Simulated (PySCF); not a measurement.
## Atomic charges against the basis set

Compound: P₃H₅.
Numbering: `[PH2:1][PH:2][PH2:3]` (hydrogens: H4, H5 on P1; H6 on P2; H7, H8 on P3)

PBE0 throughout (PySCF), one geometry, spherical d and f functions. One conformer (not necessarily the lowest) at the PBE0-D3(BJ)/def2-SVP geometry, without solvent, vibrations or thermal averaging. Atoms taken as equivalent share a column and are averaged.

Mulliken charges (e):

| basis | functions | P1/P3 | P2 | H4/H5/H7/H8 | H6 |
| --- | --- | --- | --- | --- | --- |
| pcSseg-0 | 49 | -0.182 | -0.244 | +0.115 | +0.149 |
| cc-pVDZ | 79 | -0.063 | -0.099 | +0.043 | +0.055 |
| aug-cc-pVDZ | 126 | -0.772 | -0.621 | +0.411 | +0.520 |
| cc-pVTZ | 172 | -0.084 | -0.074 | +0.047 | +0.053 |
| IGLO-III | 182 | +0.111 | -0.032 | -0.043 | -0.019 |

IAO charges (e):

```
      basis  functions   P1/P3      P2  H4/H5/H7/H8      H6
   pcSseg-0         49  -0.041  -0.073       +0.029  +0.040
    cc-pVDZ         79  +0.006  +0.002       -0.002  -0.005
aug-cc-pVDZ        126  -0.001  +0.002       +0.001  -0.003
    cc-pVTZ        172  +0.008  +0.006       -0.004  -0.007
   IGLO-III        182  +0.016  +0.010       -0.008  -0.011
```

Hirshfeld charges (e):

```
      basis  functions   P1/P3      P2  H4/H5/H7/H8      H6
   pcSseg-0         49  +0.026  +0.006       -0.011  -0.013
    cc-pVDZ         79  +0.028  +0.018       -0.014  -0.018
aug-cc-pVDZ        126  +0.026  +0.019       -0.014  -0.017
    cc-pVTZ        172  +0.026  +0.017       -0.013  -0.016
   IGLO-III        182  +0.028  +0.026       -0.016  -0.020
```

Problem. Which scheme is steadiest as the basis changes?

Solution. Largest range over the bases for any column: Hirshfeld 0.02 e, IAO 0.08 e, Mulliken 0.88 e. Hirshfeld charges move least and Mulliken charges most, counted in e.

Problem. How much do the charges still move between the two largest bases, cc-pVTZ and IGLO-III?

Solution. At most, over all atoms: Mulliken 0.196 e, IAO 0.008 e, Hirshfeld 0.009 e.

Problem. What do the same runs give for the total energy, the frontier levels and the dipole moment?

Solution. 
```csv
basis,energy (Eh),HOMO (eV),LUMO (eV),μ (D)
pcSseg-0,-1025.4173,-6.68,-0.36,1.46
cc-pVDZ,-1026.6645,-6.54,-0.15,0.74
aug-cc-pVDZ,-1026.6709,-6.62,-0.65,0.66
cc-pVTZ,-1026.7086,-6.61,-0.41,0.64
IGLO-III,-1026.6940,-6.55,-0.24,0.56
```

The dipole is fixed by the density alone, so its range of 0.90 D shows that the density itself changes with the basis, not only its division among atoms.
